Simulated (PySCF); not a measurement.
# CH6BeO, a complex of two parts: interaction energy

An exercise on one series of results from a longer session: the logs are not shown, and one member is left open.

Programs: PySCF 2.14.0. All values are calculated, for the isolated system unless a continuum is named. Atoms count from 0, parts from 1.

## Starting point

9 atoms, charge 0, multiplicity 1; geometry: GFN2-xTB. Parts: 1 = atoms 0–2, `[BeH2]`, charge 0; 2 = atoms 3–8, `CO`, charge 0.

The first run:

What the job is given:

```
{"job": {"xc": "PBE0", "basis": "def2-SVPD", "d3": "d3bj", "grid": 2, "kind": "geom", "shake": 0.01}, "charge": 0, "multiplicity": 1, "parts": [{"atoms": "0-2", "charge": 0, "multiplicity": 1}, {"atoms": "3-8", "charge": 0, "multiplicity": 1}]}
Be    -0.305648     0.094893    -0.227280
H      0.290220     1.249231    -0.005234
H     -0.661976    -0.939878     0.463635
C     -1.463303    -0.956576    -2.463307
O     -0.806713     0.070408    -1.816907
H     -0.915282    -1.367836    -3.288527
H     -1.646118    -1.733786    -1.713314
H     -2.448183    -0.610225    -2.843233
H     -0.616758     0.816504    -2.373694
```

The run is started by

```bash
$ OMP_NUM_THREADS=1 python cluster_run.py task.json out
```

The driver reads the jobs from task.json and runs them one after another.

Among the steps run: Geometry optimisation at PBE0-D3(BJ)/def2-SVPD; Coupled-cluster interaction energy: CCSD(T) and MP2.

One table of the session follows, with a row left open; its other results are not shown here.

It belongs to the step «Coupled-cluster interaction energy: CCSD(T) and MP2». 

| method | interaction energy (kcal/mol) |
| --- | --- |
| HF/aug-cc-pVDZ | -24.65 |
| MP2/aug-cc-pVDZ | -26.55 |
| CCSD/aug-cc-pVDZ | -25.98 |
| CCSD(T)/aug-cc-pVDZ | -26.25 |
| HF/aug-cc-pVTZ | -27.04 |
| MP2/aug-cc-pVTZ | -29.95 |
| SCS-MP2/aug-cc-pVTZ | -28.63 |
| MP2, extrapolated | ? |
| CCSD(T), limit estimate | -30.08 |

Q: Estimate the row for MP2, extrapolated from the others.

**Answer.** interaction energy (kcal/mol): -30.38. In the column «interaction energy (kcal/mol)» it is the lowest.

In this run the core of Be (1s) is correlated, in a basis without core functions; only the other cores are frozen.

Caveats from the session: The interaction energy leaves out the deformation of the parts, 7.60 kcal/mol (MP2); added to the CCSD(T) estimate it gives a binding of about -22.48 kcal/mol.
